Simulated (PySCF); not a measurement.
Molecule: SMILES FC(C)C, C3H7F.

Bonds (- single, = double, # triple, : aromatic): C1-C2, C2-C3, C2-F4. C1 carries H5, H6, H7; C2 carries H8; C3 carries H9, H10, H11.

Frames of a GFN2-xTB Langevin trajectory at 300 K; GIAO PBE0/pcSseg-1 shieldings in PySCF 2.14.0 with density-fitted response routines, gas phase, non-relativistic; equivalent atoms averaged within each frame.

References, each an isolated molecule treated in the same way: 13C (σref 186.93) and 1H (σref 31.72) vs TMS; 19F (σref 170.95) against CFCl3. The references are static minima.

How do the shifts (ppm) fluctuate along the trajectory?

## Answers


```csv
time (fs),C2,C1/C3,F4,H8,H5/H6/H7/H9/H10/H11
optimised geometry,89.7,25.2,-200.7,4.95,1.32
250,91.6,29.6,-199.3,4.90,2.10
425,91.6,31.3,-163.5,6.06,2.16
625,93.1,25.2,-171.1,5.77,1.16
800,96.6,25.6,-197.1,5.75,1.41
1000,86.0,23.5,-212.1,4.62,1.23
mean of frames,91.8,27.0,-188.6,5.42,1.61
standard deviation,3.8,3.2,20.5,0.62,0.48
```

5 frames give an uncertainty of the mean of about the standard deviation over 2.2 at best, since frames this close in time may not be independent; classical motion lacks zero-point vibration, and the reference would need the same averaging.
